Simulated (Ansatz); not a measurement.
**Structure relaxation of Ca₃Ti**

These are results of Ansatz, DFT PBE, scalar-relativistic, plane waves, PAW, not measurements. Cutoff 420 eV, Γ-centred k mesh, Gaussian smearing, no spin polarisation in the final step.

Ca₃Ti was placed on the sites of a reported Cu3Pd cell (P4/mmm, No. 123), with Ti in place of Pd, Ca in place of Cu, at a guessed volume.

```
Ca Ti
1.0
     4.57558    0.00000    0.00000
     0.00000    4.57558    0.00000
     0.00000    0.00000    4.52855
Ca Ti
3 1
Direct
  0.00000 0.50000 0.50000
  0.50000 0.00000 0.50000
  0.50000 0.50000 0.00000
  0.00000 0.00000 0.00000
```

Cell and atoms relax at zero pressure; the relaxation can't lower the symmetry of the start. After a coarse first stage the cell is made exact in the group found at 0.06 Å.

Formation energies are uncorrected and refer to the elements' standard structures at the same level.

Question: What does it relax into?

Answer: It ends in Pm-3m (No. 221). The result has the Cu3Au (L1_2) structure. Conventional cell: a = 5.111 Å. Ca is coordinated by 4 Ti at 3.61 Å and 8 Ca at 3.61 Å; Ti has 12 Ca at 3.61 Å.

Space group Pm-3m (No. 221). a = 5.111 Å, b = 5.111 Å, c = 5.111 Å, α = 90.00°, β = 90.00°, γ = 90.00°
```csv
atom,site,symmetry,x,y,z
Ca,3c,4/mm.m,0.0000,0.5000,0.5000
Ti,1a,m-3m,0.0000,0.0000,0.0000
```

Question: What are its volume, energy, density and gap?

Answer: The volume per atom is 33.38 Å³, the density is 2.09 g/cm³ and the energy over the elements is 0.53 eV/atom. The gap on the 10×10×10 mesh is 0 eV (a metal).

The final run used a 10×10×10 mesh on its 4-atom cell and 0.10 eV smearing. For metals, differences of a few meV/atom aren't resolved. A structure relaxed within its symmetry needn't be a true minimum.

Cost: 3 runs of about 1.8 core-minutes in all, on AMD EPYC (Zen 3) (shared hosts).